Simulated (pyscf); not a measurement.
Elementary routes open to methane (CH₄) + amino radical (NH₂•) in the gas phase (doublet surface):
A. methyl (CH₃•) + ammonia (NH₃) (C–H broken; H–N formed)
B. methylamine (H₃C–NH₂) + H atom (H•) (C–H broken; C–N formed)

Structures and frequencies: ωB97X-D3(BJ)/def2-SVP in PySCF. MP2 and CC: frozen core, UHF for open shells. ΔMP2 is the change of the MP2 total energy from the triple- to the quadruple-zeta basis.

Q: Rank the routes by free-energy barrier at 1200 K, lowest first, for CCSD(T)/def2-TZVPP + ΔMP2(QZVPP) energies (ideal gas, 1 atm, RRHO with modes under 100 cm⁻¹ raised to 100, one conformer, R ln 2 for rigid chiral ones).

A: A (177.0 kJ/mol), B (367.4 kJ/mol)

Route A is the fastest of these, ahead of the next by 190.4 kJ/mol. The most stable products are those of A (ΔG = -21.8 kJ/mol), so kinetics and thermodynamics agree. At 298 K A is still the fastest. Only these routes are compared; each barrier is that of the saddle found, and lower ones may exist. The CCSD(T) − MP2 part came from Ansatz, without density fitting, on the same reference. A UHF reference is spin-contaminated (<S²> up to 0.86), which harms MP2 most.
